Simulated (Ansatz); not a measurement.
Si₂NH₇⁺, that is (H3Si)2NH with one electron fewer. The state is a doublet with charge 1. Geometry B3LYP-D4/def2-TZVP, that of the neutral singlet; atoms count from 1.

```xyz
10

Si    1.185   -0.607   -0.828
H     2.074   -1.701   -0.364
H     0.165   -1.138   -1.757
H     2.034    0.368   -1.560
N     0.349    0.098    0.514
Si   -1.313    0.562    0.647
H    -1.861    0.146    1.961
H    -2.050   -0.105   -0.448
H    -1.516    2.030    0.531
H     0.932    0.348    1.303
```

(1) Estimate the Mulliken populations from the PBE0/def2-TZVP orbitals of Ansatz.

(2) Where does the spin sit?

(3) And the Mayer bond orders between heavy atoms (over 0.3)?

Results:

(1) 
```tsv
atom	charge (e)	spin (α − β)
Si1	0.20	-0.03
H2	0.10	0.07
H3	0.07	0.00
H4	0.11	0.12
N5	-0.25	0.71
Si6	0.20	-0.03
H7	0.09	0.07
H8	0.07	0.00
H9	0.11	0.12
H10	0.30	-0.02
```
Mulliken values depend strongly on the basis.

(2) Summed by element: Si -0.06, H 0.36, N 0.71, of 1 unpaired in all. Largest on single atoms: N5 0.71, H9 0.12, H4 0.12.

(3) Si1–N5 1.02 (1.73 Å); N5–Si6 1.02 (1.73 Å).
